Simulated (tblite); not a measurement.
Species: C3H5FOS.
Atom-mapped SMILES: `[CH2:1]=[C:2]([F:3])[S@:4]([CH3:5])=[O:6]` (hydrogens: H7, H8 on C1; H9, H10, H11 on C5)

Computed with GFN2-xTB (tblite), gas phase: Langevin dynamics at 300 K from the optimised GFN2-xTB geometry, time step 0.5 fs, friction 0.01 fs⁻¹, 2000 steps.

Start geometry:
```
atom  x, y, z in Å
C1      1.912    0.249    0.036
C2      0.819   -0.099    0.676
F3      0.732   -1.170    1.486
S4     -0.751    0.854    0.601
C5     -1.609   -0.469   -0.368
O6     -0.473    1.939   -0.332
H7      1.875    1.130   -0.581
H8      2.833   -0.304    0.095
H9     -1.618   -1.377    0.225
H10    -1.089   -0.617   -1.309
H11    -2.624   -0.133   -0.554
```

The statistics below take the 31 frames saved every 25 fs from 250 to 1000 fs; their kinetic temperature (all 3N coordinates) averages 298 K.

**Question.** Give the mean, spread and extremes of the bond lengths.

**Answer.** 
```tsv
bond	start (Å)	mean (Å)	standard deviation (Å)	shortest (Å)	longest (Å)
C1=C2	1.314	1.319	0.018	1.278	1.371
C2–F3	1.345	1.354	0.028	1.300	1.408
C2–S4	1.838	1.847	0.042	1.758	1.927
S4–C5	1.851	1.864	0.062	1.764	1.986
S4=O6	1.459	1.464	0.030	1.401	1.536
C1–H7	1.075	1.081	0.036	1.025	1.165
C1–H8	1.076	1.080	0.033	1.011	1.149
C5–H9	1.084	1.089	0.028	1.024	1.152
C5–H10	1.085	1.087	0.024	1.035	1.144
C5–H11	1.085	1.087	0.020	1.054	1.145
```

**Question.** Give the same statistics for bond angles, one of each kind among heavy atoms.

**Answer.** 
| angle | start (°) | mean (°) | standard deviation (°) | smallest (°) | largest (°) |
| --- | --- | --- | --- | --- | --- |
| C1–C2–F3 | 123.9 | 123.6 | 3.4 | 118.4 | 132.2 |
| C1–C2–S4 | 123.6 | 122.5 | 4.0 | 116.7 | 132.5 |
| F3–C2–S4 | 112.4 | 113.2 | 4.5 | 103.8 | 120.2 |
| C2–S4–C5 | 92.7 | 94.0 | 3.3 | 86.3 | 99.7 |
| C2–S4–O6 | 104.4 | 103.9 | 3.5 | 95.8 | 110.6 |
| C5–S4–O6 | 106.6 | 106.6 | 4.9 | 97.6 | 116.6 |

**Question.** How far does each atom move about its mean position (frames aligned on the start, all atoms weighted alike), and what rms force does it feel?

**Answer.** 
```
atom  rms displacement (Å)  rms force (eV/Å)
  C1                  0.13              1.82
  C2                  0.14              1.64
  F3                  0.30              1.09
  S4                  0.14              2.15
  C5                  0.10              1.77
  O6                  0.25              1.56
  H7                  0.29              1.21
  H8                  0.21              1.25
  H9                  0.50              0.89
 H10                  0.52              0.84
 H11                  0.47              0.72
```

The displacements run from 0.10 to 0.52 Å, the largest at H10.

**Question.** How widely does the potential energy scatter, against a harmonic estimate?

**Answer.** Mean 0.38 eV above the start, standard deviation 0.087 eV, range 0.24 to 0.56 eV. For 27 classical harmonic modes at 300 K the canonical values are 27kT/2 = 0.35 eV and kT·√(27/2) = 0.095 eV.

The run is classical and short, so these are rough statistics of one trajectory.

The cost below is that of the whole dynamics run. The run took 13 s on Arm Neoverse N1, one thread, no GPU, shared host with 64 logical CPUs at a one-minute load of 58, and the process peaked at 0.18 GiB of memory.
